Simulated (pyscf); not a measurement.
## Hydrogen shift: H₃C–CH₂–NH• (SMILES CC[NH]) -> •H₂C–CH₂–NH₂ (SMILES [CH2]CN)

Gas phase, doublet surface, charge 0. Bonds broken: C2–H8. Bonds formed: N7–H8. Structures and frequencies: ωB97X-D3(BJ)/def2-SVP in PySCF. MP2 and CC: frozen core, UHF for open shells. ΔMP2 is the change of the MP2 total energy from the triple- to the quadruple-zeta basis.

Transition state (Å):

```xyz
9

C     -0.6731     0.4726    -0.1932
C      0.4020    -0.2649     0.5678
H     -0.2929     1.2519    -0.8704
H     -1.3966    -0.1538    -0.7379
H      1.4489     0.0239     0.4122
H      0.2288    -1.3240     0.7933
N     -1.1993     1.0814     1.0629
H     -0.1330     0.5371     1.5754
H     -1.9055     0.4236     1.4226
```

One imaginary mode, 2159i cm⁻¹; descent along it reached the two sides named.

| bond | change | reactant side (Å) | saddle | product side |
|---|---|---|---|---|
| C2–H8 | breaks | 1.101 | 1.394 | 2.7 |
| N7–H8 | forms | 2.8 | 1.302 | 1.021 |

Electronic energies relative to the reactant's lowest minimum found (eV):

| level | barrier | reaction energy | reverse barrier |
|---|---|---|---|
| ωB97X-D3(BJ)/def2-TZVP | 1.67 | +0.13 | 1.54 |
| PBE/def2-TZVP | 1.33 | +0.05 | 1.28 |
| r²SCAN/def2-TZVP | 1.52 | +0.07 | 1.45 |
| B3LYP-D3(BJ)/def2-TZVP | 1.62 | +0.10 | 1.52 |
| PBE0-D3(BJ)/def2-TZVP | 1.55 | +0.08 | 1.46 |
| M06-2X/def2-TZVP | 1.63 | +0.05 | 1.58 |
| ωB97M-D3(BJ)/def2-TZVP | 1.64 | +0.10 | 1.55 |
| HF/def2-TZVP | 2.40 | +0.28 | 2.13 |
| MP2/def2-QZVPP | 1.61 | -0.06 | 1.67 |
| CCSD/def2-TZVPP | 1.74 | +0.09 | 1.65 |
| CCSD(T)/def2-TZVPP | 1.62 | +0.08 | 1.54 |
| CCSD(T)/def2-TZVPP + ΔMP2(QZVPP) | 1.61 | +0.05 | 1.56 |

With CCSD(T)/def2-TZVPP + ΔMP2(QZVPP) energies and thermal terms (ideal gas, 1 atm, RRHO with modes under 100 cm⁻¹ raised to 100, one conformer, R ln 2 for rigid chiral ones), in eV:

```json
[
 {"T (K)": "298", "ΔH‡": "1.48", "ΔG‡": "1.52", "ΔH": "+0.06", "ΔG": "+0.06"},
 {"T (K)": "600", "ΔH‡": "1.47", "ΔG‡": "1.57", "ΔH": "+0.08", "ΔG": "+0.05"},
 {"T (K)": "900", "ΔH‡": "1.46", "ΔG‡": "1.62", "ΔH": "+0.08", "ΔG": "+0.04"},
 {"T (K)": "1200", "ΔH‡": "1.44", "ΔG‡": "1.68", "ΔH": "+0.08", "ΔG": "+0.02"}
]
```

The same reactants have a lower exit, to H₂C=NH + CH₃• (barrier +1.28 eV at ωB97M-D3(BJ), against +1.64 eV here). H₃C–CH₂–NH• lies 0.39 eV over its isomer H₃C–CH•–NH₂, and others may lie lower still (electronic energy, ωB97M-D3(BJ)). •H₂C–CH₂–NH₂ lies 0.48 eV over its isomer H₃C–CH•–NH₂, and others may lie lower still (electronic energy, ωB97M-D3(BJ)). One saddle was located; it need not be the lowest between these sides. The CCSD(T) − MP2 part came from Ansatz, without density fitting, on the same reference.
